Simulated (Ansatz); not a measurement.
# CH₅FSi: ionisation energy by level of theory

An exercise on one series of results from a longer session: the logs are not shown, and one member is left open.

Method: unrestricted cation, the program's frozen cores in correlated methods; program: Ansatz 0.2.0, Gaussian basis.

Levels to be run: UKS PBE-D4/def2-TZVPP; UKS r2SCAN-D4/def2-TZVPP; UKS PBE0-D4/def2-TZVPP; UKS B3LYP-D4/def2-TZVPP; UKS wB97X-V/def2-TZVPP; UKS wB97M-V/def2-TZVPP; UKS B2PLYP/def2-TZVPP; UHF-CCSD(T)/def2-TZVPP; UHF-MP2/def2-QZVPP; extrapolation to the limit; then −ε(HOMO) from the neutral's earlier runs with LDA (SPW92), PBE-D4, revPBE-D4, BLYP-D4, r2SCAN-D4, B97M-V, PBE0-D4, B3LYP-D4, r2SCANh-D4, r2SCAN0-D4, HSE06-D4, BHLYP-D4, CAM-B3LYP-D4, LC-ωPBE, ωB97X-V, ωB97M-V.

## Structure used throughout

All runs share one geometry, relaxed beforehand with PBE0-D4 in a triple-zeta def2 set.

SMILES `C[SiH2]F`, 8 atoms, charge 0, spin multiplicity 1.

Atoms are counted from 1 here; the program's logs count them from 0.

Bond lengths: C1–Si2 1.853 Å, C1–H4 1.092 Å, C1–H5 1.094 Å, C1–H6 1.092 Å, Si2–F3 1.604 Å, Si2–H7 1.485 Å, Si2–H8 1.485 Å. Angles: Si2–C1–H4 111.0°, Si2–C1–H5 110.1°, Si2–C1–H6 111.1°, H4–C1–H5 108.1°, H4–C1–H6 108.4°, H5–C1–H6 108.1°, C1–Si2–F3 109.4°, C1–Si2–H7 111.5°, C1–Si2–H8 111.5°, F3–Si2–H7 107.3°, F3–Si2–H8 107.3°, H7–Si2–H8 109.7°.

Set-up of the first run:

Input file in.yaml:

```yaml
crystal:
  periodic: [false, false, false]
  atoms:
    - {symbol: C, position_ang: [-0.521368, 0.700322, -0.437023]}
    - {symbol: Si, position_ang: [0.448405, -0.641987, 0.395191]}
    - {symbol: F, position_ang: [1.946493, -0.649558, -0.178754]}
    - {symbol: H, position_ang: [-0.562374, 0.542531, -1.517142]}
    - {symbol: H, position_ang: [-1.546705, 0.713199, -0.056522]}
    - {symbol: H, position_ang: [-0.077171, 1.680254, -0.248375]}
    - {symbol: H, position_ang: [0.538719, -0.420776, 1.860681]}
    - {symbol: H, position_ang: [-0.133701, -1.981185, 0.126044]}
basis:
  gaussian: {orbitals: def2-TZVPP}
total_charge: 1
magnetization: {spin_polarized: true, initial_magnetization: 1}
hamiltonian: {xc: pbe, dispersion: d4}
```

Among the steps run: Cation, UKS PBE-D4/def2-TZVPP; Cation, UKS r2SCAN-D4/def2-TZVPP; Cation, UKS PBE0-D4/def2-TZVPP; Cation, UKS B3LYP-D4/def2-TZVPP; Cation, UKS wB97X-V/def2-TZVPP; Cation, UKS wB97M-V/def2-TZVPP; Cation, UKS B2PLYP (frozen core)/def2-TZVPP; Cation, UHF-CCSD(T)/def2-TZVPP; Cation, UHF-MP2/def2-QZVPP.

One table of the session follows, with a row left open; its other results are not shown here.

It belongs to the step «Ionisation energies side by side». For comparison, −ε(HOMO) of the neutral from earlier runs:

```
  functional  −ε(HOMO) (eV)
 LDA (SPW92)           7.89
      PBE-D4              ?
   revPBE-D4           7.78
     BLYP-D4           7.73
   r2SCAN-D4           8.16
      B97M-V           8.27
     PBE0-D4           9.24
    B3LYP-D4           9.02
  r2SCANh-D4           8.68
  r2SCAN0-D4           9.46
    HSE06-D4           8.83
    BHLYP-D4          10.57
CAM-B3LYP-D4          10.67
     LC-ωPBE          12.03
     ωB97X-V          11.67
     ωB97M-V          11.51
```

**Question.** Estimate the row for PBE-D4.

**Answer.** −ε(HOMO) (eV): 7.82. In the column «−ε(HOMO) (eV)» it lies between revPBE-D4 (7.78) and LDA (SPW92) (7.89).
